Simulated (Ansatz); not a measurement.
**MgF+ (triplet): from Hartree-Fock to the top rungs, def2-QZVPP**

One table from this session's results is given with a row withheld; the runs are named, their logs left out.

The runs use Ansatz 0.2.0, Gaussian basis; def2-QZVPP, core rule «outside noble gas», up to 6 orbitals frozen.

Plan: UHF; ROHF; CCSD(T) on UHF.

2 further runs of the same task are left out: 2 set aside as unsound or not needed.

### What is computed

The geometry is a PBE0/def2-TZVP stationary point (not a proven minimum) of the parent state, kept for this charge and spin.

2 atoms, charge 1, spin multiplicity 3.

Atoms are counted from 1 here; the program's logs count them from 0.

Bond lengths: F1–Mg2 1.764 Å.

As a file:

```xyz
2
charge 1, multiplicity 3
F     0.0000    0.0000    0.0000
Mg    0.0000    0.0000    1.7638
```

The first run:

in.yaml reads:

```yaml
crystal:
  periodic: [false, false, false]
  atoms:
    - {symbol: F, position_ang: [0.000000, 0.000000, 0.000000]}
    - {symbol: Mg, position_ang: [0.000000, 0.000000, 1.763800]}
basis:
  gaussian: {orbitals: "def2-QZVPP.json"}
total_charge: 1
magnetization: {spin_polarized: true, initial_magnetization: 2}
hamiltonian: {xc: hf}
output: {orbitals: {seedname: orbitals}}
```

Command:

```sh
ansatz run in.yaml --threads 1 --pin off --events-out ev --progress --plain --max-ram 2393MiB
```

Steps of the session up to this table: UHF; ROHF; CCSD(T) on UHF.

One of the session's tables, all rows but one given; the rest of the session is left out.

| method | from UCCSD(T) (meV) |
| --- | --- |
| ROHF | ? |
| UHF | +6449.1 |
| UMP2 | +435.1 |
| UCCSD | +129.7 |
| UCCSD(T) | 0 |

Q: Estimate the row for ROHF from the others.

As computed: from UCCSD(T) (meV): +6584.6. In the column «from UCCSD(T) (meV)» it is the highest.
